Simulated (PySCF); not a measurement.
**Unknown: peak-picked proton spectrum**

Formula C5H12O. The spectrum was simulated from the full spin Hamiltonian at 400 MHz with 1.2 Hz Lorentzian lines, from shifts rounded to 0.01 ppm and J to 0.1 Hz, couplings under 1 Hz left out.

Maxima in Hz from TMS (height), grouped by integral:
3H: 1371.8 (8), 1364.0 (25), 1356.2 (25), 1348.4 (9), 1342.8 (8), 1336.1 (10), 1329.4 (8), 1322.7 (3)
3H: 495.8 (25), 488.0 (50), 480.2 (24)
6H: 443.4 (100), 436.7 (99)

¹³C{¹H} NMR (computed): δ 73.7, 65.8, 22.2, 18.3.

Calculated, not measured (PySCF): J couplings at B3LYP/pcJ-1 (without the spin–dipole term), PBE0-D3(BJ)/def2-SVP geometry, NMR shieldings at KT3/pcSseg-1/GIAO. Averaged over atoms made equivalent by symmetry, fast rotation or ring inversion, gas phase, non-relativistic Hamiltonian, one computed conformer.

Shifts are taken against calculated references (same method and geometry level): ¹H (31.32 ppm), ¹³C (182.31 ppm) against TMS.

Task: Analyse the multiplets.

Result: ¹H NMR (400 MHz, computed): δ 3.40 (q, J = 7.8 Hz, 2H), 3.34 (sept, J = 6.7 Hz, 1H), 1.22 (t, J = 7.8 Hz, 3H), 1.10 (d, J = 6.7 Hz, 6H). These are first-order names from the parameters used; overlap and second-order distortion can hide them in the list.

Task: What is the compound?

Result: SMILES CCOC(C)C.

Structure with atom numbers: `[CH3:1][CH2:2][O:3][CH:4]([CH3:5])[CH3:6]`. Each H is labelled by its parent atom.

δ 3.40: H(C2), hydrogen on an sp3 CH2 bonded to O, coupled to H(C1) (7.8 Hz). δ 3.34: H(C4), hydrogen on an sp3 CH bonded to O, coupled to H(C5)/H(C6) (6.7 Hz). δ 1.22: H(C1), hydrogen on a methyl carbon, coupled to H(C2) (7.8 Hz). δ 1.10: H(C5)/H(C6), hydrogen on a methyl carbon, coupled to H(C4) (6.7 Hz).

The shifts were computed for this structure.

Multiplet labels drop couplings under 1 Hz and merge nearly equal ones. Unscaled 3J(H,H) at this level run about 10 % above measured values. Shifts are as computed, not scaled to solution data. Of 1211 compounds with measured shifts, 218 miss one by over three times the rms of a fit or turn the order of signals round; such compounds aren't used in these exercises.
